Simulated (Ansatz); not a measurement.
One elementary step

Start structure (SiNH7O, closed shell), relaxed at PBE0-D4/def2-TZVP:

```
10
angstrom
Si 0.1145 0.6984 0.6001
H 1.3477 -0.1332 0.6281
H -0.0854 1.4273 -0.6703
H -1.0707 -0.0886 1.0348
O 0.3195 1.9491 1.6830
H -0.1768 -2.1270 -0.8793
N -0.2371 -1.1971 -1.2755
H 0.4679 1.7086 2.5977
H -1.1445 -1.1101 -1.7166
H 0.4648 -1.1274 -2.0021
```

The step: SiH₄O ([OH][SiH3]) + NH₃ → SiNH₅O ([NH2][SiH2][OH]) + H₂; bonds formed: Si1–N7, H2–H6; bonds broken: Si1–H2, H6–N7. Program: Ansatz 0.2.0. Basis: def2-TZVPP and def2-QZVPP. Cores are frozen in the correlated methods. Extrapolation: Hartree–Fock as exp(−7.88 √X), correlation as X^−2.97. Energies below are by CCSD(T) at an estimated basis limit (MP2 extrapolated from triple and quadruple zeta, plus CCSD(T) − MP2 in triple zeta).

Problem. What are the electronic barrier and the energy of the step, from the start structure to the end structure? (To be estimated.)

Solution. The calculation gives: Barrier 174.3 kJ/mol; step energy -35.5 kJ/mol (downhill); reverse barrier, their difference, 209.8 kJ/mol. Barrier and step energy count from the start structure, the reverse barrier from the end structure.

The saddle point: One imaginary mode of 1293i cm⁻¹.
```csv
pair,start (Å),saddle (Å),end (Å)
Si1–N7,2.69,1.87,1.71
H2–H6,2.93,1.18,0.75
Si1–H2,1.49,1.92,4.03
H6–N7,1.01,1.19,2.84
```

Zero-point energy (harmonic, PBE0-D4): ZPE is 199.6 kJ/mol at the start and 190.2 kJ/mol at the saddle, so the barrier goes from 174.3 to 165.0 kJ/mol.

The T1 diagnostic stays at or below 0.012.

Labels in which every atom is bracketed show which atoms are joined, not bond orders.

For scale, one of the runs: CCSD(T)/def2-TZVPP, 202 basis functions (an equivalent command: `ansatz run in.yaml --threads 2`). Hardware: 2 CPU threads, shared host. Wall time 31 s; peak host memory 2.7 GiB.
